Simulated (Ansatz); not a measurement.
# C2H5NS: the cost of one run

Program: Ansatz 0.2.0, driven from Python. Level of theory: PBE0+D3(BJ)/def2-SVPD. These are calculated values, not measurements.

### 1 The structure

Bond lengths: C1–N2 1.395 Å, N2–C3 1.469 Å, C1–S4 1.749 Å, C3–S4 1.723 Å, C1–H5 1.135 Å, C1–H6 1.139 Å, N2–H7 1.043 Å, C3–H8 1.105 Å, C3–H9 1.149 Å. Angles (14 of 16 angles, heavy atoms first): C1–N2–C3 95.0°, N2–C1–S4 87.4°, N2–C3–S4 86.2°, C1–S4–C3 74.9°, C1–N2–H7 115.4°, C3–N2–H7 116.0°, N2–C1–H5 117.1°, N2–C1–H6 117.8°, S4–C1–H5 114.7°, S4–C1–H6 114.9°, N2–C3–H8 110.9°, N2–C3–H9 113.1°, S4–C3–H8 119.3°, S4–C3–H9 118.0°.

The script holds or builds the structure itself.

### 2 The script

Contents of tae_c2h5ns.py:

```python
# -*- coding: utf-8 -*-
from collections import Counter

import ansatz as az
from rdkit import Chem
from rdkit.Chem import AllChem

BASIS_SET = 'def2-SVPD'
XC = 'PBE0'
DISPERSION = 'd3bj'


def total_energy(molecule, charge=0, unpaired=0):
    calc = (
        molecule.calculation()
        .basis(gaussian=BASIS_SET)
        .functional(XC, dispersion=DISPERSION)
    )
    if charge:
        calc = calc.charge(charge)
    if unpaired:
        calc = calc.spin('collinear', total=unpaired)
    return calc.run().report['free_energy_ev']

rd = Chem.AddHs(Chem.MolFromSmiles('C1NCS1'))
AllChem.EmbedMolecule(rd, randomSeed=387)
AllChem.UFFOptimizeMolecule(rd)
c2h5ns = az.Crystal.molecule()
for atom, xyz in zip(rd.GetAtoms(), rd.GetConformer().GetPositions()):
    c2h5ns = c2h5ns.atom(atom.GetSymbol(), xyz.round(5).tolist())

unpaired = {'C': 2, 'N': 3, 'S': 2, 'H': 1}
counts = Counter(site.symbol for site in c2h5ns.cartesian_sites)
atom_energy = {s: total_energy(az.Crystal.molecule().atom(s, (0, 0, 0)), 0, unpaired[s]) for s in counts}
whole = total_energy(c2h5ns, 0, 0)
for s, e in atom_energy.items():
    print(f'{s:2s} x{counts[s]}  {e:14.5f} eV')
print(f'C2H5NS: {whole:.5f} eV')
split = sum(counts[s] * e for s, e in atom_energy.items()) - whole
print(f'atomisation energy (no zero-point term): {96.485332 * split:.1f} kJ/mol, {split / sum(counts.values()):.3f} eV an atom')
```

### 3 What the engine is handed

The engine receives this input (first run):

```yaml
crystal:
  periodic: [false, false, false]
  atoms:
    - { symbol: C, position_ang: [0.0, 0.0, 0.0] }
basis:
  gaussian:
    orbitals: def2-SVPD
hamiltonian:
  xc: pbe0
  dispersion: d3bj
magnetization:
  spin_polarized: true
  initial_magnetization: 2.0
```

### 4 Launch

On the command line:

```
$ python tae_c2h5ns.py
```

What time and memory should one allow on 1 thread of Arm Neoverse V2, shared host?

About 3.5 s, with a peak of 0.34 GiB.
